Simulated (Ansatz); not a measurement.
**C₅H₅F: up Jacob's ladder to CCSD(T)**

How much do the methods differ for C₅H₅F? The plan is to run it at one geometry with functionals of several rungs and with coupled cluster, and see how far each lands from CCSD(T) at the basis-set limit for the atomisation energy.

The runs use Ansatz 0.2.0, Gaussian basis; functionals in def2-TZVPP, the program's frozen cores in correlated methods.

Levels to be run: PBE-D4, r2SCAN-D4, PBE0-D4, B3LYP-D4, ωB97X-V, ωB97M-V, B2PLYP; CCSD(T)/def2-TZVPP; MP2/def2-QZVPP; extrapolation to the limit.

## 1. Structure used throughout

The geometry comes from an earlier relaxation with PBE0-D4 in a triple-zeta def2 set; it is a stationary point, not always the lowest conformer.

SMILES `C=CC#CCF`, 11 atoms, charge 0, spin multiplicity 1.

Atoms are counted from 1 here; the program's logs count them from 0.

Bond lengths: C1–C2 1.332 Å, C1–H7 1.083 Å, C1–H8 1.083 Å, C2–C3 1.416 Å, C2–H9 1.087 Å, C3–C4 1.205 Å, C4–C5 1.448 Å, C5–F6 1.382 Å, C5–H10 1.095 Å, C5–H11 1.095 Å. Angles: C2–C1–H7 121.6°, C2–C1–H8 120.7°, H7–C1–H8 117.8°, C1–C2–C3 124.6°, C1–C2–H9 119.8°, C3–C2–H9 115.6°, C2–C3–C4 178.1°, C3–C4–C5 178.6°, C4–C5–F6 111.6°, C4–C5–H10 110.5°, C4–C5–H11 110.5°, F6–C5–H10 107.8°, F6–C5–H11 107.8°, H10–C5–H11 108.5°.

## 2. PBE-D4 (GGA)

File in.yaml:

```yaml
crystal:
  periodic: [false, false, false]
  atoms:
    - {symbol: C, position_ang: [0.065823, -2.084711, 1.488396]}
    - {symbol: C, position_ang: [-0.372583, -0.829240, 1.407546]}
    - {symbol: C, position_ang: [-0.154269, 0.028190, 0.302148]}
    - {symbol: C, position_ang: [0.010367, 0.787231, -0.619276]}
    - {symbol: C, position_ang: [0.226630, 1.675041, -1.742961]}
    - {symbol: F, position_ang: [-0.374168, 2.903223, -1.543167]}
    - {symbol: H, position_ang: [0.634687, -2.539400, 0.686399]}
    - {symbol: H, position_ang: [-0.137456, -2.684979, 2.366081]}
    - {symbol: H, position_ang: [-0.941148, -0.401028, 2.229308]}
    - {symbol: H, position_ang: [1.297521, 1.846163, -1.895217]}
    - {symbol: H, position_ang: [-0.190103, 1.242509, -2.658657]}
basis:
  gaussian: {orbitals: def2-TZVPP}
hamiltonian: {xc: pbe, dispersion: d4}
output: {forces: true, orbitals: {seedname: orbitals}}
```

On the command line:

```bash
$ ansatz run in.yaml --threads 4 --pin off --events-out ev --progress --plain --max-ram 10444MiB
```

The log of the run, shortened:

```text
Functional definition: PBE
  name "PBE"
  cite "Perdew, Burke & Ernzerhof, Phys. Rev. Lett. 77, 3865 (1996) doi:10.1103/PhysRevLett.77.3865"
  parent pbe
[...]
1351 factors; their error is unknown
[...]
mean field -7974.33158276 eV, -293.0512804702 hartree, gradient 3.0e-5 eV, S^2 0.000000; 0 other end points of the search recorded, 0 dependent functions left out
[...]
reference -7974.33162545 eV, -293.0512820390 hartree; 22, 22 occupied and 234, 234 virtual orbitals, 1351 factors
Total energy: -7974.51684056 eV, -293.0580885688 hartree
Atom 0 at     0.065823    -2.084711     1.488396 Å, force     0.140398    -0.447678     0.066939 eV/Å
Atom 1 at    -0.372583    -0.829240     1.407546 Å, force    -0.087051     0.519637    -0.231348 eV/Å
Atom 2 at    -0.154269     0.028190     0.302148 Å, force    -0.187403    -0.743937     0.954793 eV/Å
Atom 3 at     0.010367     0.787231    -0.619276 Å, force     0.180819     0.681230    -0.890026 eV/Å
Atom 4 at     0.226630     1.675041    -1.742961 Å, force     0.133007    -0.463013     0.106379 eV/Å
Atom 5 at    -0.374168     2.903223    -1.543167 Å, force    -0.325956     0.696505     0.084557 eV/Å
Atom 6 at     0.634687    -2.539400     0.686399 Å, force     0.118688    -0.105856    -0.159749 eV/Å
Atom 7 at    -0.137456    -2.684979     2.366081 Å, force    -0.035166    -0.140570     0.178584 eV/Å
Atom 8 at    -0.941148    -0.401028     2.229308 Å, force    -0.131438     0.099413     0.191889 eV/Å
Atom 9 at     1.297521     1.846163    -1.895217 Å, force     0.270837     0.022481    -0.062146 eV/Å
Atom 10 at    -0.190103     1.242509    -2.658657 Å, force    -0.076735    -0.118214    -0.239872 eV/Å
Dipole moment:     0.143987    -0.337040    -0.014104 e Å
```

It took 2.3 s on 4 threads of Arm Neoverse V1, shared host; peak memory 0.29 GiB.

With the free atoms at this level, -7922.515 eV in sum, the atomisation energy is 1199.2 kcal/mol. HOMO -6.06 eV, LUMO -1.93 eV.

## 3. r2SCAN-D4 (meta-GGA)

Changes to in.yaml since step 2:

```diff
@@ -16,3 +16,3 @@
   gaussian: {orbitals: def2-TZVPP}
-hamiltonian: {xc: pbe, dispersion: d4}
+hamiltonian: {xc: r2scan, dispersion: d4}
 output: {forces: true, orbitals: {seedname: orbitals}}
```

Launched as before.

The log of the run, shortened:

```text
Functional definition: r2SCAN
  name "r2SCAN"
  cite "Furness, Kaplan, Ning, Perdew & Sun, J. Phys. Chem. Lett. 11, 8208 (2020) doi:10.1021/acs.jpclett.0c02405"
  cite "Furness, Kaplan, Ning, Perdew & Sun, J. Phys. Chem. Lett. 11, 9248 (2020) doi:10.1021/acs.jpclett.0c03077"
  parent r2scan
[...]
1351 factors; their error is unknown
[...]
mean field -7979.48733136 eV, -293.2407507368 hartree, gradient 6.8e-5 eV, S^2 0.000000; 0 other end points of the search recorded, 0 dependent functions left out
[...]
reference -7979.48734323 eV, -293.2407511729 hartree; 22, 22 occupied and 234, 234 virtual orbitals, 1351 factors
Total energy: -7979.53543535 eV, -293.2425185256 hartree
Atom 0 at     0.065823    -2.084711     1.488396 Å, force     0.096839    -0.295751     0.038362 eV/Å
Atom 1 at    -0.372583    -0.829240     1.407546 Å, force    -0.058753     0.327156    -0.139996 eV/Å
Atom 2 at    -0.154269     0.028190     0.302148 Å, force    -0.089560    -0.359476     0.458763 eV/Å
Atom 3 at     0.010367     0.787231    -0.619276 Å, force     0.067814     0.311239    -0.376800 eV/Å
Atom 4 at     0.226630     1.675041    -1.742961 Å, force     0.159350    -0.391063    -0.001680 eV/Å
Atom 5 at    -0.374168     2.903223    -1.543167 Å, force    -0.173508     0.362453     0.051425 eV/Å
Atom 6 at     0.634687    -2.539400     0.686399 Å, force    -0.011053     0.010854     0.013130 eV/Å
Atom 7 at    -0.137456    -2.684979     2.366081 Å, force     0.002759     0.011766    -0.016481 eV/Å
Atom 8 at    -0.941148    -0.401028     2.229308 Å, force    -0.004077     0.007843     0.004436 eV/Å
Atom 9 at     1.297521     1.846163    -1.895217 Å, force     0.012056     0.010081    -0.012349 eV/Å
Atom 10 at    -0.190103     1.242509    -2.658657 Å, force    -0.001867     0.004898    -0.018811 eV/Å
Dipole moment:     0.150947    -0.351977    -0.015991 e Å
```

Wall time 3.9 s (4 threads of Arm Neoverse V1, shared host); peak memory 0.31 GiB.

With the free atoms at this level, -7929.177 eV in sum, the atomisation energy is 1161.3 kcal/mol. HOMO -6.23 eV, LUMO -1.75 eV.

## 4. PBE0-D4 (hybrid)

Changes to in.yaml since step 3:

```diff
@@ -16,3 +16,3 @@
   gaussian: {orbitals: def2-TZVPP}
-hamiltonian: {xc: r2scan, dispersion: d4}
-output: {forces: true, orbitals: {seedname: orbitals}}
+hamiltonian: {xc: pbe0, dispersion: d4}
+output: {orbitals: {seedname: orbitals}}
```

Launched as before.

The log of the run:

```text
Functional definition: PBE0
  name "PBE0"
  cite "Adamo & Barone, J. Chem. Phys. 110, 6158 (1999) doi:10.1063/1.478522"
  cite "Perdew, Burke & Ernzerhof, Phys. Rev. Lett. 77, 3865 (1996) doi:10.1103/PhysRevLett.77.3865"
  parent pbe
  parameter a = 0.25
  parameter kappa = 0.804
  parameter beta = 0.06672455060314922
  exchange = (1 - a)*pbe_x(kappa = kappa, mu = beta*pi^2/3) + a*exact_x
  correlation = pbe_c(beta = beta)
1351 factors; their error is unknown
mean field evaluation 1: about -7967.9170 eV, gradient 5.4e1 eV
mean field evaluation 2: about -7968.7175 eV, gradient 4.9e1 eV
mean field evaluation 4: about -7974.6614 eV, gradient 5.4e0 eV
mean field evaluation 8: about -7974.7262 eV, gradient 7.1e-2 eV
mean field evaluation 16: about -7974.7367 eV, gradient 3.3e-4 eV
mean field -7974.73667953 eV, -293.0661675021 hartree, gradient 3.7e-5 eV, S^2 0.000000; 0 other end points of the search recorded, 0 dependent functions left out
reference -7974.73671031 eV, -293.0661686332 hartree; 22, 22 occupied and 234, 234 virtual orbitals, 1351 factors
Total energy: -7974.89204811 eV, -293.0718771919 hartree
```

Run time: 2.4 s. Hardware: 4 threads of Arm Neoverse V1, shared host; peak memory 0.54 GiB.

Atomisation energy: 1169.5 kcal/mol (free atoms -7924.179 eV, run apart). HOMO -7.11 eV, LUMO -1.00 eV.

## 5. B3LYP-D4 (hybrid)

B3LYP here takes the VWN-RPA correlation.

Changes to in.yaml since step 4:

```diff
@@ -16,3 +16,3 @@
   gaussian: {orbitals: def2-TZVPP}
-hamiltonian: {xc: pbe0, dispersion: d4}
-output: {orbitals: {seedname: orbitals}}
+hamiltonian: {xc: {name: B3LYP}, dispersion: d4}
+output: {forces: true, orbitals: {seedname: orbitals}}
```

The command is unchanged.

The log of the run, shortened:

```text
Functional definition: B3LYP
  name "B3LYP"
  cite "Stephens, Devlin, Chabalowski & Frisch, J. Phys. Chem. 98, 11623 (1994) doi:10.1021/j100096a001"
  cite "Becke, Phys. Rev. A 38, 3098 (1988) doi:10.1103/PhysRevA.38.3098"
  cite "Lee, Yang & Parr, Phys. Rev. B 37, 785 (1988) doi:10.1103/PhysRevB.37.785"
  cite "Vosko, Wilk & Nusair, Can. J. Phys. 58, 1200 (1980) doi:10.1139/p80-159"
[...]
1351 factors; their error is unknown
[...]
mean field -7984.16583256 eV, -293.4126824848 hartree, gradient 1.2e-5 eV, S^2 0.000000; 0 other end points of the search recorded, 0 dependent functions left out
[...]
reference -7984.16611285 eV, -293.4126927849 hartree; 22, 22 occupied and 234, 234 virtual orbitals, 1351 factors
Total energy: -7984.46132884 eV, -293.4235417727 hartree
Atom 0 at     0.065823    -2.084711     1.488396 Å, force     0.050982    -0.172841     0.037025 eV/Å
Atom 1 at    -0.372583    -0.829240     1.407546 Å, force    -0.074277     0.095855     0.070412 eV/Å
Atom 2 at    -0.154269     0.028190     0.302148 Å, force     0.005437     0.086070    -0.078986 eV/Å
Atom 3 at     0.010367     0.787231    -0.619276 Å, force    -0.020320    -0.100978     0.120500 eV/Å
Atom 4 at     0.226630     1.675041    -1.742961 Å, force     0.235523    -0.356185    -0.177064 eV/Å
Atom 5 at    -0.374168     2.903223    -1.543167 Å, force    -0.186767     0.396571     0.050240 eV/Å
Atom 6 at     0.634687    -2.539400     0.686399 Å, force    -0.038235     0.016863     0.063400 eV/Å
Atom 7 at    -0.137456    -2.684979     2.366081 Å, force     0.022035     0.025389    -0.066507 eV/Å
Atom 8 at    -0.941148    -0.401028     2.229308 Å, force     0.035791    -0.031497    -0.045899 eV/Å
Atom 9 at     1.297521     1.846163    -1.895217 Å, force    -0.059666     0.002178    -0.009801 eV/Å
Atom 10 at    -0.190103     1.242509    -2.658657 Å, force     0.029499     0.038575     0.036681 eV/Å
Dipole moment:     0.155312    -0.371228    -0.009389 e Å
```

It took 3.7 s on 4 threads of Arm Neoverse V1, shared host; peak memory 0.65 GiB.

With the free atoms at this level, -7934.250 eV in sum, the atomisation energy is 1157.9 kcal/mol. HOMO -6.90 eV, LUMO -1.21 eV.

## 6. ωB97X-V (range-separated)

Changes to in.yaml since step 5:

```diff
@@ -16,3 +16,3 @@
   gaussian: {orbitals: def2-TZVPP}
-hamiltonian: {xc: {name: B3LYP}, dispersion: d4}
-output: {forces: true, orbitals: {seedname: orbitals}}
+hamiltonian: {xc: {name: wB97X-V}}
+output: {orbitals: {seedname: orbitals}}
```

Same command.

The log of the run, shortened:

```text
Functional definition: wB97X-V
  name "wB97X-V"
  cite "Mardirossian & Head-Gordon, Phys. Chem. Chem. Phys. 16, 9904 (2014) doi:10.1039/C3CP54374A"
  cite "Becke, J. Chem. Phys. 107, 8554 (1997) doi:10.1063/1.475007"
  cite "Vydrov & Van Voorhis, J. Chem. Phys. 133, 244103 (2010) doi:10.1063/1.3521275"
[...]
      + integral(e_c_pw_opposite_spin*poly(b97_u_opposite, cos0, cos1)) + vv10(b, c)
1351 factors; their error is unknown
327 factors; integrals over basis functions are off by at most 8.1e-6 eV
[...]
mean field -7981.27677008 eV, -293.3065113966 hartree, gradient 6.5e-5 eV, S^2 0.000000; 0 other end points of the search recorded, 0 dependent functions left out
reference -7981.27676806 eV, -293.3065113225 hartree; 22, 22 occupied and 234, 234 virtual orbitals, 1351 factors
Total energy: -7981.27676806 eV, -293.3065113225 hartree
```

It took 6.5 s on 4 threads of Arm Neoverse V1, shared host; peak memory 0.68 GiB.

Atomisation energy: 1152.7 kcal/mol (free atoms -7931.291 eV, run apart). HOMO -9.30 eV, LUMO 1.17 eV.

## 7. ωB97M-V (range-separated)

Changes to in.yaml since step 6:

```diff
@@ -16,3 +16,3 @@
   gaussian: {orbitals: def2-TZVPP}
-hamiltonian: {xc: {name: wB97X-V}}
-output: {orbitals: {seedname: orbitals}}
+hamiltonian: {xc: {name: wB97M-V}}
+output: {forces: true, orbitals: {seedname: orbitals}}
```

Launched as before.

The log of the run, shortened:

```text
Functional definition: wB97M-V
  name "wB97M-V"
  cite "Mardirossian & Head-Gordon, J. Chem. Phys. 144, 214110 (2016) doi:10.1063/1.4952647"
  cite "Becke, J. Chem. Phys. 107, 8554 (1997) doi:10.1063/1.475007"
  cite "Vydrov & Van Voorhis, J. Chem. Phys. 133, 244103 (2010) doi:10.1063/1.3521275"
  # Of w^i u^j: cxij and so on, Table III.
[...]
  gx(w, u) = 1 - cx + cx01*u + cx10*w
  gss(w, u) = css00 + css04*u^4 + css10*w + css20*w^2 + css43*w^4*u^3
  gos(w, u) = cos00 + cos10*w + (cos20 + cos21*u)*w^2 + (cos60 + cos61*u)*w^6
[...]
      + integral(e_c_pw_mod_opposite_spin*gos(b97_w_opposite, b97_u_opposite)) + vv10(b, c)
1351 factors; their error is unknown
327 factors; integrals over basis functions are off by at most 8.1e-6 eV
[...]
Atom 1 at    -0.372583    -0.829240     1.407546 Å, force    -0.092802    -0.408958     0.498236 eV/Å
Atom 2 at    -0.154269     0.028190     0.302148 Å, force     0.138904     0.540561    -0.701407 eV/Å
Atom 3 at     0.010367     0.787231    -0.619276 Å, force    -0.106597    -0.438763     0.555555 eV/Å
Atom 4 at     0.226630     1.675041    -1.742961 Å, force     0.237052    -0.041284    -0.428491 eV/Å
Atom 5 at    -0.374168     2.903223    -1.543167 Å, force    -0.100662     0.180508     0.053060 eV/Å
Atom 6 at     0.634687    -2.539400     0.686399 Å, force    -0.044367     0.044926     0.053956 eV/Å
Atom 7 at    -0.137456    -2.684979     2.366081 Å, force     0.012367     0.054379    -0.069632 eV/Å
Atom 8 at    -0.941148    -0.401028     2.229308 Å, force     0.058955    -0.052113    -0.076977 eV/Å
Atom 9 at     1.297521     1.846163    -1.895217 Å, force    -0.124068    -0.019209     0.023218 eV/Å
Atom 10 at    -0.190103     1.242509    -2.658657 Å, force     0.043586     0.049111     0.109875 eV/Å
Dipole moment:     0.155562    -0.374503    -0.007518 e Å
```

It took 10 s on 4 threads of Arm Neoverse V1, shared host; peak memory 0.83 GiB.

With the free atoms at this level, -7930.698 eV in sum, the atomisation energy is 1157.4 kcal/mol. HOMO -9.20 eV, LUMO 1.08 eV.

## 8. B2PLYP (double hybrid)

Changes to in.yaml since step 7:

```diff
@@ -16,3 +16,2 @@
   gaussian: {orbitals: def2-TZVPP}
-hamiltonian: {xc: {name: wB97M-V}}
-output: {forces: true, orbitals: {seedname: orbitals}}
+hamiltonian: {xc: {name: B2PLYP}}
```

Launched as before.

The log of the run, shortened:

```text
Functional definition: B2PLYP
  name "B2PLYP"
  cite "Grimme, J. Chem. Phys. 124, 034108 (2006) doi:10.1063/1.2148954"
  cite "Becke, Phys. Rev. A 38, 3098 (1988) doi:10.1103/PhysRevA.38.3098"
  cite "Lee, Yang & Parr, Phys. Rev. B 37, 785 (1988) doi:10.1103/PhysRevB.37.785"
[...]
1556 factors; integrals over basis functions are off by at most 1.1e-3 eV
[...]
mean field -7968.56854986 eV, -292.8394929176 hartree, gradient 6.1e-6 eV, S^2 0.000000; 0 other end points of the search recorded, 0 dependent functions left out
6 core orbitals not correlated: weight in the atoms' cores, before any rotation towards them, 1.000 or more for the frozen orbitals, at most 0.000 for the correlated occupied ones
reference -7968.56872403 eV, -292.8394993181 hartree; 16, 16 occupied and 234, 234 virtual orbitals, 1556 factors
second order -34.07787536 eV of doubles, -0.00000000 eV of singles
Total energy: -7977.76975038 eV, -293.1776307997 hartree
```

Run time: 5.5 s. Hardware: 4 threads of Arm Neoverse V1, shared host; peak memory 0.63 GiB.

With the free atoms at this level, -7927.950 eV in sum, the atomisation energy is 1148.9 kcal/mol.

## 9. Frontier levels by functional

Dipoles come from the runs that computed forces. Levels, from each run's orbital file:

| functional | HOMO (eV) | LUMO (eV) | gap (eV) | dipole (D) |
| --- | --- | --- | --- | --- |
| PBE-D4 | -6.06 | -1.93 | 4.13 | 1.76 |
| r2SCAN-D4 | -6.23 | -1.75 | 4.47 | 1.84 |
| PBE0-D4 | -7.11 | -1.00 | 6.11 |  |
| B3LYP-D4 | -6.90 | -1.21 | 5.69 | 1.93 |
| ωB97X-V | -9.30 | 1.17 | 10.48 |  |
| ωB97M-V | -9.20 | 1.08 | 10.28 | 1.95 |

## 10. CCSD(T) in def2-TZVPP

Changes to in.yaml since step 8:

```diff
@@ -16,2 +16,2 @@
   gaussian: {orbitals: def2-TZVPP}
-hamiltonian: {xc: {name: B2PLYP}}
+correlation: {method: ccsd_t}
```

Launched as before.

The log of the run, shortened:

```text
Functional definition: HF
  name "HF"
  cite "Fock, Z. Phys. 61, 126 (1930) doi:10.1007/BF01340294"
  parent pbe
[...]
1556 factors; integrals over basis functions are off by at most 1.1e-3 eV
[...]
mean field -7937.95591782 eV, -291.7144994402 hartree, gradient 1.9e-6 eV, S^2 0.000000; 0 other end points of the search recorded, 0 dependent functions left out; unrestricted orbitals would lower it
6 core orbitals not correlated: weight in the atoms' cores, before any rotation towards them, 1.000 or more for the frozen orbitals, at most 0.000 for the correlated occupied ones
reference -7937.95591782 eV, -291.7144994402 hartree; 16, 16 occupied and 234, 234 virtual orbitals, 1556 factors
second order -28.02313404 eV of doubles, -0.00000000 eV of singles
cycle   1  -27.93818001 eV  change    8.5e-2 eV  update   1.2e-1
[...]
cycle   9  -28.82019838 eV  change   -2.7e-5 eV  update   3.7e-5
perturbative correction -1.29696965 eV, -0.0476627556 hartree
Total energy: -7968.07308585 eV, -292.8212849512 hartree
```

Run time: 2.8 min. Hardware: 4 threads of Arm Neoverse V1, shared host; peak memory 6.2 GiB.

## 11. MP2 in def2-QZVPP

Changes to in.yaml since step 10:

```diff
@@ -15,3 +15,3 @@
 basis:
-  gaussian: {orbitals: def2-TZVPP}
-correlation: {method: ccsd_t}
+  gaussian: {orbitals: "def2-QZVPP.json"}
+correlation: {method: mp2}
```

Same command.

The log of the run:

```text
Functional definition: HF
  name "HF"
  cite "Fock, Z. Phys. 61, 126 (1930) doi:10.1007/BF01340294"
  parent pbe
  exchange = exact_x
  correlation = 0
2974 factors; integrals over basis functions are off by at most 8.6e-4 eV
mean field evaluation 1: about -7934.5091 eV, gradient 3.7e1 eV
mean field evaluation 2: about -7934.7036 eV, gradient 3.7e1 eV
mean field evaluation 4: about -7938.2215 eV, gradient 5.3e0 eV
mean field evaluation 8: about -7938.2930 eV, gradient 3.9e-1 eV
mean field -7938.29369220 eV, -291.7269124196 hartree, gradient 8.7e-6 eV, S^2 0.000000; 0 other end points of the search recorded, 0 dependent functions left out; unrestricted orbitals would lower it
mean field evaluation 16: about -7938.3215 eV, gradient 1.5e-1 eV
6 core orbitals not correlated: weight in the atoms' cores, before any rotation towards them, 1.000 or more for the frozen orbitals, at most 0.000 for the correlated occupied ones
reference -7938.29369220 eV, -291.7269124196 hartree; 16, 16 occupied and 470, 470 virtual orbitals, 2974 factors
second order -30.05025085 eV of doubles, -0.00000000 eV of singles
Total energy: -7968.34394305 eV, -292.8312387695 hartree
```

Run time: 22 s. Hardware: 4 threads of Arm Neoverse V1, shared host; peak memory 2.9 GiB.

Energy pieces by basis (eV):

| basis | HF | MP2 correlation | CCSD correlation | (T) | total |
| --- | --- | --- | --- | --- | --- |
| def2-TZVPP | -7937.9559 | -28.0231 | -28.8202 | -1.2970 | -7968.0731 |
| def2-QZVPP | -7938.2937 | -30.0503 |  |  | -7968.3439 (MP2) |

The report of the def2-TZVPP run gives T1 = 0.0119.

## 12. The basis-set limit

No new run: Hartree-Fock is extrapolated as exp(−7.88√X) and correlation as X^−2.97, with X = 3 and 4; only MP2 was run in the larger set, so CCSD(T) minus MP2 is added from the smaller one.

| level | energy at the limit (eV) |
| --- | --- |
| HF | -7938.3402 |
| MP2 | -7969.8920 |
| CCSD | -7970.6891 |
| CCSD(T) | -7971.9861 |

## 13. The ladder

Atomisation energy = energies of 5 C, 1 F, 5 H (separate runs, same level) minus the molecule's; electronic only, no spin-orbit term.

Differences are taken before rounding.

| method | rung | atoms, summed (eV) | atomisation energy (kcal/mol) | from CCSD(T)/CBS (kcal/mol) | time |
| --- | --- | --- | --- | --- | --- |
| PBE-D4 | GGA | -7922.515 | 1199.2 | +46.7 | 2.3 s |
| r2SCAN-D4 | meta-GGA | -7929.177 | 1161.3 | +8.8 | 3.9 s |
| PBE0-D4 | hybrid | -7924.179 | 1169.5 | +16.9 | 2.4 s |
| B3LYP-D4 | hybrid | -7934.250 | 1157.9 | +5.4 | 3.7 s |
| ωB97X-V | range-separated | -7931.291 | 1152.7 | +0.2 | 6.5 s |
| ωB97M-V | range-separated | -7930.698 | 1157.4 | +4.9 | 10 s |
| B2PLYP | double hybrid | -7927.950 | 1148.9 | -3.7 | 5.5 s |
| HF/def2-TZVPP | wavefunction | -7901.458 | 841.7 | -310.9 |  |
| MP2/def2-TZVPP | wavefunction | -7915.835 | 1156.3 | +3.8 |  |
| CCSD/def2-TZVPP | wavefunction | -7918.940 | 1103.1 | -49.4 |  |
| CCSD(T)/def2-TZVPP | wavefunction | -7919.309 | 1124.5 | -28.0 | 2.8 min |
| MP2/CBS | wavefunction | -7918.534 | 1184.4 | +31.8 |  |
| CCSD(T)/CBS | wavefunction | -7922.008 | 1152.5 | 0 | 3.2 min |

Among the levels timed on like hardware and quicker than the yardstick, those that no quicker one beats, quickest first: PBE-D4 (2.3 s, +46.7 kcal/mol); PBE0-D4 (2.4 s, +16.9 kcal/mol); B3LYP-D4 (3.7 s, +5.4 kcal/mol); B2PLYP (5.5 s, -3.7 kcal/mol); ωB97X-V (6.5 s, +0.2 kcal/mol).

B2PLYP carry no dispersion term (for B3LYP, D4 adds 6.8 kcal/mol).

Times are those of the molecule's run; HF, MP2 and CCSD come out of the CCSD(T) runs, and the limit's time is the sum of the runs that it needs.

## 14. Results

| quantity | value |
| --- | --- |
| atomisation energy, CCSD(T)/CBS | 1152.5 kcal/mol |
| functionals within 5.8 kcal/mol (0.5 %) | B3LYP-D4, ωB97X-V, ωB97M-V, B2PLYP |
| farthest | PBE-D4 (+46.7 kcal/mol) |
| mean size of error, hybrid | 11.2 kcal/mol |
| mean size of error, range-separated | 2.5 kcal/mol |
| gap, smallest and largest | 4.13 eV (PBE-D4), 10.48 eV (ωB97X-V) |
| T1 diagnostic | 0.0119 |
| triples share of the correlation energy | 4.3 % |

PBE-D4 misses by +46.7 kcal/mol. Double hybrids carry the basis error of their MP2 part in triple zeta, and no dispersion term here, so their miss is partly the set-up's. Misses under about 5.8 kcal/mol are within the doubt on the reference itself, which lacks core-valence correlation, relativity and higher excitations. Hartree-Fock recovers 73 % of the binding; the rest is correlation. Orbital gaps span 4.1 to 10.5 eV; exact exchange widens them. The restricted reference is unstable towards a spin-broken one.

For cost: ωB97X-V gets within 0.2 kcal/mol in 6.5 s, where CCSD(T)/CBS took 3.2 min; the quickest level in the cost chart, PBE-D4, takes 2.3 s and misses by 46.7 kcal/mol.
